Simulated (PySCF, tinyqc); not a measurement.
Coupled-perturbed Hartree-Fock on RHF in the sto-3g basis, for CH+, spin multiplicity 1, step by step. The lowest restricted solution is unstable here: a spin-polarised one lies 0.0081 hartree lower (PySCF). One step of it, computed by the program tinyqc.

Question. Orthogonalisation. S = U s U^T; symmetric (Loewdin) form X = U s^(-1/2) U^T, so that X^T S X = 1.

overlap S, lower triangle:
```
           1C 1s     1C 2s    1C 2px    1C 2py    1C 2pz     2H 1s
1C 1s   1.000000
1C 2s   0.248362  1.000000
1C 2px  0.000000  0.000000  1.000000
1C 2py  0.000000  0.000000  0.000000  1.000000
1C 2pz  0.000000  0.000000  0.000000  0.000000  1.000000
2H 1s   0.022242  0.267923  0.000000  0.000000  0.296636  1.000000
```

Give: eigenvalues of S; X.

Answer.

eigenvalues of S: 0.5689  0.8234  1.0000  1.0000  1.1587  1.4490

X, lower triangle:
```
          1C 1s    1C 2s  1C 2px  1C 2py   1C 2pz   2H 1s
1C 1s    1.0248
1C 2s   -0.1334   1.0567
1C 2px   0.0000   0.0000  1.0000
1C 2py   0.0000   0.0000  0.0000  1.0000
1C 2pz  -0.0045   0.0349  0.0000  0.0000   1.0375
2H 1s    0.0168  -0.1532  0.0000  0.0000  -0.1655  1.0686
```
